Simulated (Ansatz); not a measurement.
# C₄H₆OS: a ladder of functionals and wavefunction methods

Aim: compute C₄H₆OS with functionals from several rungs and with coupled cluster, and see how far each lands from CCSD(T) at the basis-set limit for the atomisation energy.

Method: functionals in def2-TZVPP, the program's frozen cores in correlated methods; program: Ansatz 0.2.0, Gaussian basis.

Plan: PBE-D4, r2SCAN-D4, PBE0-D4, B3LYP-D4, ωB97X-V, ωB97M-V, B2PLYP; CCSD(T)/def2-TZVPP; MP2/def2-QZVPP; extrapolation to the limit.

## Step 1: The relaxed structure

An earlier PBE0-D4 in a triple-zeta def2 set relaxation fixed the geometry.

SMILES `C#CCS(C)=O`, 12 atoms, charge 0, spin multiplicity 1.

Atoms are counted from 1 here; the program's logs count them from 0.

Bond lengths: C1–C2 1.200 Å, C1–H7 1.064 Å, C2–C3 1.439 Å, C3–S4 1.845 Å, C3–H8 1.093 Å, C3–H9 1.094 Å, S4–C5 1.794 Å, S4–O6 1.476 Å, C5–H10 1.091 Å, C5–H11 1.092 Å, C5–H12 1.090 Å. Angles: C2–C1–H7 178.8°, C1–C2–C3 177.7°, C2–C3–S4 114.2°, C2–C3–H8 111.5°, C2–C3–H9 112.3°, S4–C3–H8 103.6°, S4–C3–H9 106.4°, H8–C3–H9 108.3°, C3–S4–C5 97.1°, C3–S4–O6 107.8°, C5–S4–O6 107.0°, S4–C5–H10 109.2°, S4–C5–H11 109.8°, S4–C5–H12 106.0°, H10–C5–H11 111.2°, H10–C5–H12 110.5°, H11–C5–H12 110.0°.

## Step 2: PBE-D4 (GGA)

Input file in.yaml:

```yaml
crystal:
  periodic: [false, false, false]
  atoms:
    - {symbol: C, position_ang: [-0.051227, 2.338303, -0.094198]}
    - {symbol: C, position_ang: [-0.032379, 1.332371, 0.560216]}
    - {symbol: C, position_ang: [-0.020105, 0.097002, 1.297353]}
    - {symbol: S, position_ang: [-0.613503, -1.362034, 0.337169]}
    - {symbol: C, position_ang: [0.475714, -1.156917, -1.073657]}
    - {symbol: O, position_ang: [-1.982885, -1.069968, -0.128554]}
    - {symbol: H, position_ang: [-0.075244, 3.241123, -0.657507]}
    - {symbol: H, position_ang: [-0.698493, 0.133899, 2.153563]}
    - {symbol: H, position_ang: [0.979407, -0.158368, 1.662499]}
    - {symbol: H, position_ang: [0.297011, -0.180480, -1.525274]}
    - {symbol: H, position_ang: [1.514955, -1.261552, -0.756311]}
    - {symbol: H, position_ang: [0.217747, -1.953180, -1.771598]}
basis:
  gaussian: {orbitals: def2-TZVPP}
hamiltonian: {xc: pbe, dispersion: d4}
output: {forces: true, orbitals: {seedname: orbitals}}
```

Launch:

```bash
$ ansatz run in.yaml --threads 4 --pin off --events-out ev --progress --plain --max-ram 10444MiB
```

After this run come: r2SCAN-D4 (meta-GGA); PBE0-D4 (hybrid); B3LYP-D4 (hybrid); ωB97X-V (range-separated); ωB97M-V (range-separated); B2PLYP (double hybrid); CCSD(T) in def2-TZVPP; MP2 in def2-QZVPP.

**Question.** What will the summary of the whole plan be? Wanted: atomisation energy, CCSD(T)/CBS; farthest; mean size of error, hybrid; mean size of error, range-separated; gap, smallest and largest; T1 diagnostic; triples share of the correlation energy.

As calculated:

| quantity | value |
| --- | --- |
| atomisation energy, CCSD(T)/CBS | 4763.9 kJ/mol |
| functionals within 23.8 kJ/mol (0.5 %) | B3LYP-D4, ωB97X-V, ωB97M-V |
| farthest | PBE-D4 (+177.6 kJ/mol) |
| mean size of error, hybrid | 22.6 kJ/mol |
| mean size of error, range-separated | 8.7 kJ/mol |
| gap, smallest and largest | 4.50 eV (PBE-D4), 11.30 eV (ωB97X-V) |
| T1 diagnostic | 0.0150 |
| triples share of the correlation energy | 4.6 % |

**Reading.** PBE-D4 is off by +177.6 kJ/mol. Double hybrids carry the basis error of their MP2 part in triple zeta, and no dispersion term here, so their miss is partly the set-up's. Misses under about 23.8 kJ/mol are within the doubt on the reference itself, which lacks core-valence correlation, relativity and higher excitations. Hartree-Fock recovers 70 % of the binding; the rest is correlation. The gap grows from 4.5 to 11.3 eV across the functionals, mostly with the share of exact exchange.
